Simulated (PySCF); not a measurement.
These compounds are isomers of formula C$_{3}$H$_{6}$O.

A. SMILES O(C=C)C
B. `C1COC1`
C. cyclopropanol (SMILES OC1CC1)

Spectrum 1. $^{1}$H NMR (500 MHz, computed): δ 4.90 (m, 4H), 2.68 (m, 2H). $^{13}$C{$^{1}$H} NMR (computed): δ 73.6 (CH2), 23.3 (CH2).

Spectrum 2. $^{1}$H NMR (500 MHz, computed): δ 3.37 (tt, J = 7.4, 3.6 Hz, 1H), 0.49 (m, 2H), 0.15 (m, 2H), -0.91 (br s, 1H). $^{13}$C{$^{1}$H} NMR (computed): δ 50.9 (CH), 8.1 (CH2).

Spectrum 3. $^{1}$H NMR (500 MHz, computed): δ 6.77 (dd, J = 15.5, 8.4 Hz, 1H), 4.13 (dd, J = 8.4, 4.1 Hz, 1H), 4.00 (dd, J = 15.5, 4.1 Hz, 1H), 3.68 (s, 3H). $^{13}$C{$^{1}$H} NMR (computed): δ 161.3 (CH), 86.4 (CH2), 55.0 (CH3).

One averaged value for each set of equivalent atoms, gas phase, one conformer, non-relativistic Hamiltonian. Spin–spin couplings from B3LYP/pcJ-1 (spin–dipole term left out of most H,H and C,H couplings); coordinates at the GFN2-xTB level; σ from GIAO-PBE0/pcSseg-1; PySCF 2.14.

δ = σ(ref) − σ, references computed at the same level: $^{1}$H and $^{13}$C vs TMS. Multiplet labels drop J under 1 Hz and among equivalent protons, and merge close values. Unscaled 3J(H,H) run several per cent high. Vicinal couplings that depend on rotamer populations or ring flexing (ring, CH–CH, X–H and H–F types) are those of the one conformer. Shifts are as computed. Against solution values, carbons near 30 ppm lie about +3 ppm off and those near 130 ppm about +5 ppm. Of 1211 compounds with measured shifts, 218 miss one by over three times the rms of a fit or turn the order of signals round; such compounds aren't used in these exercises. OH and NH positions are gas-phase values without hydrogen bonding to other molecules.

Q: Match each spectrum to its structure.

A: 1–B, 2–C, 3–A.

- Spectrum 1 (B): 2 $^{13}$C signals; δC 73.6 is an sp3 CH2 bonded to O; δC 23.3 is an sp3 CH2 in a ring.
- Spectrum 2 (C): 2 $^{13}$C signals; δC 50.9 is a three-membered-ring carbon; δC 8.1 is a three-membered-ring carbon.
- Spectrum 3 (A): 3 $^{13}$C signals; δC 161.3 is an alkene carbon bearing oxygen; δC 86.4 is a β carbon of an enol-ether or enamine type C=C.
